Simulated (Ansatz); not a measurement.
# How far each method lies from UCCSDT(Q) for GeC⁺, quartet

Geometry: that of the GeC⁺, doublet, kept fixed.

```csv
atom,x (Å),y (Å),z (Å)
Ge,0.0000,0.0000,0.0000
C,0.0000,0.0000,1.9422
```

Basis cc-pVTZ; Ansatz 0.2.0. Only valence electrons are correlated (noble-gas cores and the filled d shells of p-block atoms frozen), which leaves 7 electrons in 58 orbitals. Prefix R: restricted or restricted open-shell reference; prefix U: unrestricted. Active spaces: valence = (7e, 8o) chosen from the atoms' valence shells. No spin–orbit coupling is included, and no scalar relativity.

Full CI isn't at hand for all of this; UCCSDT(Q) serves as the reference, and is uncertain by about the last step of the cluster series. The frozen core follows each run's orbitals, which can shift R against U totals by a few meV for light atoms and by up to 0.1 eV past Ca.

- UHF ⟨S²⟩: 3.754
- T1 diagnostic (RCCSD): 0.0550
- largest doubles amplitude (RCCSD): 0.078
- T1 diagnostic (UCCSD): 0.0532

```csv
level,E − E(RHF) (eV)
UHF,-0.0446
UMP2,-3.6968
UCCSD,-4.5218
UCCSD(T),-4.7517
```

Question: Estimate how far UCCSDT(Q) in cc-pVTZ lies from UCCSD(T). The table doesn't fix it; the size of (T) and the diagnostics are the guide.

Answer: UCCSDT(Q) in cc-pVTZ lies 70 meV below UCCSD(T), which is 30 % of the (T) step (-230 meV). T1 is raised, and the rest is a large part of (T). The miss exceeds 1 kcal/mol.

The other levels:

| level | E − E(UCCSDT(Q)) (meV) | share of correlation (%) | wall time |
| --- | --- | --- | --- |
| UCCSDT | 17 | 99.64 | – |

The correlation energy at UCCSDT(Q), counted from RHF, is -4.822 eV. That run took 41 s on 1 thread of Arm Neoverse V2, shared host.

Run but not shown, since their state or frozen core can't be matched to the reference's or they repeat it: RHF, RMP2, CISD, RCCSD, RCCSD(T), BCCD(T), RCCSDT, RCCSDT(Q), CASSCF (valence space), NEVPT2 (valence space), MRCISD (valence space), MRCISD+Q (valence space).

Times hold each run's SCF and search for its determinant on a shared host, so for small cases they say little of a method's own cost; they ran on 1 thread of Arm Neoverse V2.

Natural occupations of CASSCF (valence space) about the gap: 1.972 1.923 1.012 0.978 0.978 0.052 0.052 0.031; effectively unpaired electrons, Σ n²(2−n)², 3.05.
